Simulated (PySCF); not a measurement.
Compound: P₂F₄.
SMILES with atom numbers: `[F:1][P:2]([F:3])[P:4]([F:5])[F:6]`

Cartesian coordinates in Å at the GFN2-xTB level; atoms count from 1:
```xyz
6
P2F4 angstrom
F     -1.4915   -0.3497   -1.3362
P     -0.8954   -0.6796    0.1329
F     -1.7730    0.4595    0.8783
P      0.8950    0.6798   -0.1393
F      1.4964    0.3517    1.3279
F      1.7716   -0.4596   -0.8851
```

The calculation used TDDFT CAM-B3LYP/def2-SVPD, vertical, gas phase, core orbitals frozen in the response in PySCF.

Transition dipole moments from the ground state, in atomic units and in the frame of the coordinates above (overall signs are arbitrary), for the states with f of 0.002 or more among the lowest 7:

| state | E (eV) | μx | μy | μz |
| --- | --- | --- | --- | --- |
| S1 | 4.181 | 0.042 | -0.120 | -0.328 |
| S2 | 5.076 | -1.213 | -0.635 | 0.080 |
| S7 | 7.991 | -0.815 | -1.225 | 0.346 |

**Question.** What oscillator strength does each state have?

**Answer.** f = (2/3) ΔE |μ|² with ΔE in hartree (27.2114 eV).

| state | \|μ\|² (au) | \|μ\| (D) | f |
| --- | --- | --- | --- |
| S1 | 0.123 | 0.89 | 0.013 |
| S2 | 1.881 | 3.49 | 0.234 |
| S7 | 2.284 | 3.84 | 0.447 |

**Question.** The point group is C2h. Which irreducible representation does each state belong to?

**Answer.** The ground state is totally symmetric, so the direction of μ fixes the label. Polarised along the twofold axis, so Au: S1. Polarised across the twofold axis, so Bu: S2 and S7.

**Question.** Which bond between heavy atoms lies closest to the direction of the S7 transition dipole?

**Answer.** P2–P4, at 20° from it; next F1–P2, P4–F6, P2–F3 and P4–F5 at 80°.

**Question.** What angle do the transition dipoles of S2 and S7 make?

**Answer.** |cos θ| = |μa·μb| / (|μa| |μb|) = 0.87, so θ ≈ 30° (taken between 0 and 90°, since the signs are arbitrary).

**Question.** What peak molar absorption coefficient would the strongest computed level give as a lone Gaussian band 0.4 eV wide at half height?

**Answer.** ε(max) = 2.175×10⁸ f / FWHM, with the width in cm⁻¹. S7: 2.175×10⁸ × 0.4471 / 3226 ≈ 30000 L mol⁻¹ cm⁻¹.

One conformer stands for the species.
